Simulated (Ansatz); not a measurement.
The pair A = C2H2 (SMILES C#C) (first 4 atoms), B = C2H2 (SMILES C#C); geometry from A24 set.
(charge 0, multiplicity 1):
```xyz
8

H      0.000    -1.668    -1.750
H      0.000     1.668    -1.750
C      0.000    -0.603    -1.750
C      0.000     0.603    -1.750
H      0.000    -1.668     1.750
H      0.000     1.668     1.750
C      0.000    -0.603     1.750
C      0.000     0.603     1.750
```

Correlated levels freeze the cores. MP2 and its Hartree–Fock in aug-cc-pVQZ, aug-cc-pVTZ are density fitted.

Codes used: Ansatz (a program for electronic structure) with Gaussian orbitals. 

The counterpoise-corrected interaction energy is E(AB) − E(A in the pair's basis) − E(B in the pair's basis). Total energies (hartree):

```csv
level,AB,A in the pair's basis,B in the pair's basis
HF/aug-cc-pVTZ,-153.6938150,-76.8496985,-76.8496985
MP2/aug-cc-pVTZ,-154.3267942,-77.1640599,-77.1640599
HF/aug-cc-pVQZ,-153.7025420,-76.8540602,-76.8540602
MP2/aug-cc-pVQZ,-154.3701157,-77.1856509,-77.1856509
MP2/aug-cc-pVDZ,-154.1826998,-77.0921673,-77.0921673
CCSD(T)/aug-cc-pVDZ,-154.2388371,-77.1205520,-77.1205520
```

Work out the counterpoise-corrected interaction energy at the basis-set limit: extrapolate the MP2 correlation part as X⁻³, take Hartree–Fock from the larger set, and add the CCSD(T) − MP2 difference of aug-cc-pVDZ.


1. Differences (1 hartree = 627.509 kcal/mol): HF/aug-cc-pVTZ 3.503; MP2/aug-cc-pVTZ 0.832; HF/aug-cc-pVQZ 3.500; MP2/aug-cc-pVQZ 0.744; MP2/aug-cc-pVDZ 1.026; CCSD(T)/aug-cc-pVDZ 1.423.
2. Correlation parts, MP2 less HF: -2.671 in aug-cc-pVTZ (X = 3), -2.756 in aug-cc-pVQZ (X = 4).
3. Limit (4³·(-2.756) − 3³·(-2.671))/(4³ − 3³) = -2.818; with HF/aug-cc-pVQZ it gives 0.682.
4. CCSD(T) less MP2 in aug-cc-pVDZ: 0.397.
Result: 1.08 kcal/mol, against 0.83 at MP2/aug-cc-pVTZ. It is an estimate of this method's limit, not of the exact value.
